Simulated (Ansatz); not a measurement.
System: C$_{4}$H$_{8}$, charge 0, singlet. C4H8 (2-methylprop-1-ene, SMILES C=C(C)C).
B3LYP-D3(BJ)/def2-TZVP minimum from Ansatz (a program for electronic structure):
```xyz
12

C      0.0065     0.0014     1.4542
C      0.0006     0.0001     0.1241
H      0.0048     0.9250     2.0197
H      0.0131    -0.9212     2.0214
C     -0.0087     1.2699    -0.6778
H     -0.0098     2.1526    -0.0389
H      0.8653     1.3203    -1.3345
H     -0.8890     1.3125    -1.3267
C      0.0027    -1.2712    -0.6754
H      0.0095    -2.1526    -0.0350
H     -0.8771    -1.3229    -1.3243
H      0.8771    -1.3150    -1.3320
```
Charge 0, spin multiplicity 1.

Total energies in hartree (Ansatz). Radicals and triplets start from unrestricted determinants; spin-orbit coupling is neglected. Cores are frozen in correlated methods. No relativity. Where a partner has so few electrons that a lower coupled-cluster level is exact, that level stands in.

```csv
species,HF/cc-pVTZ,CCSD(T)/cc-pVTZ,HF/cc-pVQZ,CCSD(T)/cc-pVQZ,CCSD(T)/cc-pVDZ,CCSDT(Q)/cc-pVDZ
1: C4H8 (SMILES C=C(C)C),-156.16855,-156.92718,-156.17869,-156.97362,-156.75940,-156.76157
2: C (triplet),-37.69157,-37.78076,-37.69331,-37.78654,-37.76038,-37.76071
3: H (doublet),-0.49981,-0.49981,-0.49995,-0.49995,-0.49928,-0.49928
```

Q: Work out the atomisation energy (electronic, to ground-state atoms) in kcal/mol: take Hartree-Fock from cc-pVQZ, extrapolate the CCSD(T) correlation energy as X^-3 (X = 3, 4), and add CCSDT(Q) - CCSD(T) in cc-pVDZ. 1 hartree = 627.51 kcal/mol.

A: 
Species 1: correlation (64·(-0.79493) - 27·(-0.75863))/37 = -0.82142; step -0.00217; E1 = -156.17869 + (-0.82142) + (-0.00217) = -157.00228
Species 2: correlation (64·(-0.09323) - 27·(-0.08919))/37 = -0.09618; step -0.00033; E2 = -37.69331 + (-0.09618) + (-0.00033) = -37.78982
Species 3: correlation (64·(0.00000) - 27·(0.00000))/37 = 0.00000; step +0.00000; E3 = -0.49995 + (0.00000) + (+0.00000) = -0.49995
-1·E1 +4·E2 +8·E3 = 1.84340 hartree = 1156.8 kcal/mol.
